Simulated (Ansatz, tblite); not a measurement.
## Ladder of methods for the band gap of zinc-blende CuCl

Reference value: 3.39 eV (measured, 2 K, zero-point motion not removed; as tabulated in arXiv:1206.3780).

```csv
level (code),value (eV),cell (Å³/atom),difference (eV)
IPEA1-xTB (tblite),3.89,22.09,+0.50
PBE (Ansatz),0.54 (direct),19.84,-2.85
PBE-D4 (Ansatz),0.62,19.03,-2.77
B3LYP (VWN-RPA form) (Ansatz),2.66 (direct),19.84,-0.73
Hartree–Fock (Ansatz),11.06 (direct),19.84,+7.67
```

Leaving aside IPEA1-xTB (doubt noted below): Of the ranked levels B3LYP (VWN-RPA form) (-0.73 eV) comes nearest. Among them Hartree–Fock (+7.67 eV) misses by most. Of the ranked levels only B3LYP (VWN-RPA form) lands within 1 eV.

Density-functional gaps are differences of (generalised) Kohn–Sham levels of a static lattice; semilocal ones lie below quasiparticle gaps as a rule. Measured gaps hold zero-point and thermal shifts unless a correction is named.  IPEA1-xTB, PBE-D4: the gap is read on the k mesh or supercell of the run alone and can be too large. IPEA1-xTB: this parameter set was refitted to ionisation energies, not structures. Values are at the measured cell; IPEA1-xTB at the level's own equilibrium cell; PBE-D4 at the level's own relaxed cell. Cutoffs and k meshes differ between the levels. Ansatz's density-functional and Hartree–Fock values are scalar-relativistic unless marked +SOC, with PAW data made under PBE.

Differences are worked out from the printed values.

Ansatz is a program for electronic structure.
